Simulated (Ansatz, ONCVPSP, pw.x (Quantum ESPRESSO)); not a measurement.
## pw.x on diamond Ge: one setting changed

Potential: optimised norm-conserving Vanderbilt (ONCV), ONCVPSP 4.0.1.1 (patched build), PBEsol; core [Ar] 3d10, reference 4s2 4p2; waves: 4s: rc 1.70 bohr, ncon 4, nbas 8, qcut 4.6 1/bohr, 2 projectors, debl 2.4 Ha; 4p: rc 2.40 bohr, ncon 4, nbas 8, qcut 4.5 1/bohr, 1 projector; d scattering state at 0.23 Ha: rc 2.50 bohr, ncon 4, nbas 8, qcut 3.6 1/bohr, 2 projectors, debl 2 Ha; local part: polynomial inside 1.40 bohr (lpopt 5, dvloc0 6 Ha); core correction: Teter function, fcfact 2.75, rcfact 1.65.

The reference run (k-mesh 8³, cutoffs 50/200 Ry, Fermi–Dirac 0.01 Ry, mixing_beta 0.4, conv_thr 1e-9, no spin) gives 0.61 GPa at 22.872 Å³/atom, where all-electron LAPW gives 0.03 GPa. This run, with its own iteration cap, changes smearing to gauss.

```
&control
  calculation='scf', prefix='x', pseudo_dir='./', outdir='./tmp', tstress=.true., disk_io='none'
/
&system
  ibrav=0, nat=2, ntyp=1, ecutwfc=50, ecutrho=200, nbnd=11,
  occupations='smearing', smearing='gauss', degauss=0.01
/
&electrons
  conv_thr=1e-09, mixing_beta=0.4, electron_maxstep=60
/
ATOMIC_SPECIES
Ge 1.0 Ge.UPF
CELL_PARAMETERS angstrom
  0.00000000 2.83858158 2.83858158
  2.83858158 0.00000000 2.83858158
  2.83858158 2.83858158 0.00000000
ATOMIC_POSITIONS crystal
Ge 0.0000 0.0000 0.0000
Ge 0.2500 0.2500 0.2500
K_POINTS automatic
8 8 8 0 0 0
```

```bash
pw.x < Ge.scf.in > Ge.scf.out
```

Q: How does the run end?

A: It converges in 7 iterations; the free energy moves by +2.2 meV/atom and the pressure by -0.07 GPa. Gaussian smearing of the same width is narrower in effect than Fermi–Dirac, so its quadratic term in F is smaller.

```
Message from routine setup:
     using ibrav=0 with symmetry is DISCOURAGED, use correct ibrav instead
     lattice parameter (alat)  =       7.5860  a.u.
     unit-cell volume          =     308.6958 (a.u.)^3
     number of electrons       =         8.00
     number of Kohn-Sham states=           11
     kinetic-energy cutoff     =      50.0000  Ry
     charge density cutoff     =     200.0000  Ry
     scf convergence threshold =      1.0E-09
     Exchange-correlation= PBESOL
     number of k points=    29  Gaussian smearing, width (Ry)=  0.0100
     iteration #  1     ecut=    50.00 Ry     beta= 0.40
     total energy              =     -18.85366902 Ry
     estimated scf accuracy    <       0.02986265 Ry
     iteration #  2     ecut=    50.00 Ry     beta= 0.40
     total energy              =     -18.85134731 Ry
     estimated scf accuracy    <       0.00844517 Ry
     iteration #  3     ecut=    50.00 Ry     beta= 0.40
     total energy              =     -18.85174237 Ry
     estimated scf accuracy    <       0.00009135 Ry
     iteration #  4     ecut=    50.00 Ry     beta= 0.40
     total energy              =     -18.85175281 Ry
     estimated scf accuracy    <       0.00000089 Ry
     iteration #  5     ecut=    50.00 Ry     beta= 0.40
     total energy              =     -18.85175301 Ry
     estimated scf accuracy    <       0.00000016 Ry
     iteration #  6     ecut=    50.00 Ry     beta= 0.40
     total energy              =     -18.85175302 Ry
     estimated scf accuracy    <          9.4E-09 Ry
     iteration #  7     ecut=    50.00 Ry     beta= 0.40
     the Fermi energy is     5.6117 ev
!    total energy              =     -18.85175302 Ry
     estimated scf accuracy    <          2.1E-10 Ry
     smearing contrib. (-TS)   =      -0.00008502 Ry
     The total energy is F=E-TS. E is the sum of the following terms:
     one-electron contribution =       4.51656413 Ry
     hartree contribution      =       1.13804186 Ry
     xc contribution           =      -8.43869550 Ry
     ewald contribution        =     -16.06757849 Ry
     convergence has been achieved in   7 iterations
          total   stress  (Ry/bohr**3)                   (kbar)     P=        5.41
     Message from routine punch:
     Nothing written, as per user request (disk_io='none')
```

The run took about 5.9 s on one core of a shared host (Intel(R) Xeon(R) 6975P-C, 192 threads, 378 GiB, load 96).
